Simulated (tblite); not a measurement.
Compound: (CH3)2PPF2, C₂H₆F₂P₂.
Structure used (GFN2-xTB), in Å, numbered top down from 1:
```xyz
12
C2H6F2P2 angstrom
C     -0.554   -1.337   -0.693
P     -0.150   -0.323    0.808
C      1.552    0.235    0.323
P     -1.126    1.500    0.014
F     -2.645    1.122    0.442
F     -0.863    2.449    1.303
H     -0.003   -2.274   -0.638
H     -0.295   -0.825   -1.618
H     -1.618   -1.569   -0.693
H      1.866    1.042    0.983
H      1.595    0.576   -0.710
H      2.241   -0.596    0.454
```

All values are computed: GFN2-xTB (tblite) harmonic vibrations without scaling, gas phase. Errors from tens to a few hundred cm⁻¹ against measured bands are possible. One conformer, not necessarily the lowest.

Harmonic wavenumbers (cm⁻¹): 37.5, 104.7, 145.5, 149.6, 173.4, 219.2, 243.3, 280.9, 342.0, 489.9, 698.0, 700.0, 745.3, 750.2, 831.1, 864.9, 907.0, 944.9, 1327.7, 1329.2, 1439.1, 1448.8, 1456.5, 1463.5, 2995.9, 2999.1, 3014.7, 3019.8, 3023.2, 3024.5.

A = 3348, B = 1790, C = 1359 MHz; mass 129.991 u (most abundant isotopes); point group Cs, symmetry number 1.

**Question.** Zero-point energy?

**Answer.** Half the sum of the wavenumbers: 17585 cm⁻¹ = 50.28 kcal/mol.

**Question.** Entropy at 200 K, 1 bar (ideal gas, RRHO, classical rotation)?

**Answer.** Translation 38.54, rotation 26.88, vibration 17.36: S = 82.8 cal/(mol K).

**Question.** And Cp and H(200 K) − H(0)?

**Answer.** Cp = 25.60 cal/(mol K), of which vibrations give 17.66 (their classical limit is 30 R = 59.6); H(200 K) − H(0) = 3.48 kcal/mol without the zero-point energy, 1.89 from vibrations.

**Question.** Blend soft modes into free rotors: weight 1/[1 + (100 cm⁻¹/ν̃)⁴] for the oscillator and the rest for a rotor with moment μB/(μ + B), μ = h/(8π²ν), B = 10⁻⁴⁴ kg m². What vibrational entropy results?

**Answer.** 16.24 cal/(mol K) in place of 17.36, which changes −T·S at 200 K by +0.22 kcal/mol.

**Question.** Which modes carry the vibrational entropy at 200 K?

**Answer.** 37.5 cm⁻¹: 4.60; 104.7 cm⁻¹: 2.60; 145.5 cm⁻¹: 1.98; 149.6 cm⁻¹: 1.93; 173.4 cm⁻¹: 1.67; 219.2 cm⁻¹: 1.28 cal/(mol K); the other 24 give 3.30 together.

Hindered rotation and anharmonicity are outside this model. Other conformers, if any are populated, would add a mixing term that is left out.
